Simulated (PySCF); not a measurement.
# Rotational lines of MgF⁺

Lines J+1 ← J of the vibrational ground state, computed from RHF-CCSD(T) constants of MgF⁺, ¹Σ⁺ (singlet), closed shell (basis Mg pcseg-2, F pcseg-2; no relativity; PySCF 2.14; masses 23.9850 and 18.9984 u), in MHz:

```
J   ν (MHz)
0   32512.4
1   65024.1
2   97534.4
3  130042.6
4  162548.0
```

Problem. Find B0 and the effective bond length r0; with αe = 0.00390 cm⁻¹, find Re.

Solution. ν = 2B0(J+1) − 4D(J+1)³ gives B0 = 0.54225 cm⁻¹. With the reduced mass μred = 10.601 u, r0 = √(16.8576/(μred·B0)) (u, cm⁻¹, Å) = 1.7125 Å. Be = B0 + αe/2 = 0.54420 cm⁻¹ gives Re = 1.709 Å.

Correlated steps freeze 2 core orbitals. For an ion De counts to the pair picked by the measured ionisation energies or electron affinities, which need not be the lowest pair at this level. Where the molecule has an RHF reference, its open-shell atoms are computed with UHF.
